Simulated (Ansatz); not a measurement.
Ideal-gas functions of C2H5N (`C=NC`) at 400 K and 1 bar, from an Ansatz frequency run at PBE0-D4/def2-TZVP.

Molar mass 43.07 g/mol, point group Cs (symmetry number 1), electronic degeneracy 1, moments of inertia 9.379, 46.901, 53.178 u Å². Harmonic wavenumbers (cm⁻¹, unscaled): 223, 479, 700, 997, 1069, 1122, 1141, 1241, 1427, 1468, 1471, 1503, 1767, 2988, 3000, 3090, 3111, 3150.

Use S(trans) = R[1.5 ln M + 2.5 ln T − 1.1517]; rotational temperatures θ = 24.2544 K / I; S(rot) = R[ln(√π/σ · √(T³/θAθBθC)) + 1.5]; for each mode x = 1.438777 ν̃/T, S = R[x/(eˣ − 1) − ln(1 − e⁻ˣ)] and H = RT x/(eˣ − 1); 1 cm⁻¹ = 0.0119627 kJ/mol; R = 8.31446 J/(mol·K).

Question: By hand: the entropy, in J/(mol·K).

Answer: Translation 161.9. Rotation: θ = 2.586, 0.5171, 0.4561 K, giving 94.0. Vibration, mode by mode: 10.37, 4.75, 2.54, 1.08, 0.88, 0.75, 0.71, 0.53, 0.30, 0.27, 0.26, 0.24, 0.11, 0.00, 0.00, 0.00, 0.00, 0.00, in all 22.8. Electronic 0.0. Sum 278.7 J/(mol·K).

Question: By hand: H − E and G − E in kJ/mol, counted from the electronic energy.

Answer: Zero-point energy ½ × 29947 × 0.0119627 = 179.1; thermal vibration 5.8; translation, rotation and pV give 4 RT = 13.3. H − E = 198.2 kJ/mol, and G − E = 198.2 − 400 × 278.7/1000 = 86.7 kJ/mol.

Vibration gives 8 % of the entropy.
